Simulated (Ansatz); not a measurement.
# Telling isomers of H5OSi2 apart by their spectra

These gas-phase data were calculated for one isomer of H5OSi2 at r2SCAN-D4/def2-SVP (harmonic, unscaled wavenumbers; equilibrium rotational constants with average atomic masses):

| Item | Value |
| --- | --- |
| rotational constants | 16.48, 3.41, 2.997 GHz |
| all wavenumbers above 1500 cm⁻¹ | 3877, 2233, 2225, 2201, 2183 |

Candidates:

(1) `[O][SiH2][SiH3]`, a doublet
(2) `[SiH2]O[SiH3]`, a doublet
(3) `O[SiH2][SiH2]`, a doublet

Question: Which structure fits?

Answer: Candidate (3). The band at 3877 cm⁻¹ lies where the O–H stretch is expected; (1), (2) have no mode between 3300 and 4000 cm⁻¹.

The same quantities for all candidates:

```tsv
	rotational constants (GHz)	wavenumbers above 1500 cm⁻¹	E above the lowest, r2SCAN-D4/def2-SVP (kcal/mol)
(1)	13.12, 4.104, 3.381	2267, 2252, 2202, 2195, 2187	41.4
(2)	40.49, 2.997, 2.923	2253, 2225, 2223, 2204, 2156	0.0
(3)	16.48, 3.41, 2.997	3877, 2233, 2225, 2201, 2183	18.2
```

Each candidate is one conformer. Open shells are spin-unrestricted. Programs: Ansatz 0.2.0.
